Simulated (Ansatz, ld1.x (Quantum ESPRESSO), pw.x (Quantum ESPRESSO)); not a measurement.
**From atom to crystal: TM potential for calcium (Ca)**

Ca (Z = 20), norm-conserving Troullier–Martins (Kleinman–Bylander form), made with ld1.x (Quantum ESPRESSO) 7.5 (PBEsol, scalar-relativistic). Core [Ar], reference 3d0 4s0.5 4p0 (charge +1.5). Waves: 4p (bound, empty): rc 3.22 bohr; 3d (bound, empty): rc 2.56 bohr; 4s (bound): rc 2.26 bohr. Local part: the s channel. Core correction: Bessel-smoothed model core, default radius (core density twice the valence density).

Crystal test: diamond Ca in pw.x 7.5, no spin, 8³ k-points, Fermi–Dirac smearing 0.01 Ry, cutoffs 50/200 Ry. The reference is all-electron LAPW (Ansatz 0.2.0) with the same functional, mesh and smearing; V0 and B0 come from Birch–Murnaghan fits to the pressures at five volumes. Errors are pseudo minus all-electron; Δ is the rms difference of the E(V) curves that follow from these fits, minima aligned, over ±6 % about the mean V0. Mesh and smearing are coarse, so the numbers serve the comparison and aren't converged zero-temperature values; the lattice is a test structure that the element need not adopt.

| V (Å³/atom) | P all-electron (GPa) | P pseudo (GPa) |
| --- | --- | --- |
| 70.822 | 0.24 | 0.30 |
| 72.685 | 0.11 | 0.16 |
| 74.549 | -0.01 | 0.03 |
| 76.413 | -0.11 | -0.08 |
| 78.276 | -0.21 | -0.19 |

All-electron: a0 = 8.414 Å (V0 = 74.45 Å³/atom), B0 = 4.5 GPa.

Pseudopotential: mean pressure error (GPa): +0.04; a0 (Å): 8.438; a0 error (%): +0.29; B0 error (%): +6.4; Δ (meV/atom): 0.7. The logarithmic derivative shows an extra or strongly shifted pseudo pole above the reference energy (s near 1.06 Ry).

At the middle volume, how do free energy and pressure move when the wave cutoff is lowered (ecutrho kept at four times it)?

| cutoff (Ry) | shift of F (meV/atom) | shift of P (GPa) |
| --- | --- | --- |
| 22 | +101.3 | -0.43 |
| 30 | +11.9 | -0.11 |
| 40 | +2.6 | -0.02 |

The run at the middle volume (29 k-points, 29 iterations) took about 1.7 min on one core of a shared host (Neoverse-V1, 32 threads, 247 GiB, load 25).
